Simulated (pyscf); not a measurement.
Optimised with ωB97X-D3(BJ)/def2-SVP in PySCF.

Estimate by transition-state theory the rate constant of H₃C–Ga(CH₃)–Cl + HCl -> CH₄ + H₃C–Ga(Cl)–Cl (singlet surface; C–Ga, Cl–H broken, C–H, Cl–Ga formed) at 600 K, with ωB97M-D3(BJ)/def2-TZVP energies (ideal gas, 1 atm, RRHO with modes under 100 cm⁻¹ raised to 100, one conformer, R ln 2 for chiral ones without a mode under 150 cm⁻¹; no tunnelling).

The electronic barrier is 10.9 kcal/mol and the thermal terms add +20.1, so ΔG‡ = 31.0 kcal/mol. With k_BT/h = 1.25e+13 s⁻¹ and RT = 1.192 kcal/mol, and a volume of 8.18e-20 cm³ per molecule at 1 atm, k = 5.3e-18 cm³ molecule⁻¹ s⁻¹. Wigner's tunnelling factor for 1080i cm⁻¹ would be 1.28. A shift of 1 kcal/mol in the barrier changes k by a factor 2.3. On the reactant side the descent ends in a bound adduct, 8.6 kcal/mol under the separated species and 16.9 kcal/mol under the saddle at ωB97X-D3(BJ)/def2-TZVP. At ωB97X-D3(BJ)/def2-TZVP the barrier from the zero used here is 8.2 kcal/mol. One saddle was located; it need not be the lowest between these sides. Elements up to Kr have no core potential and no relativistic terms here.
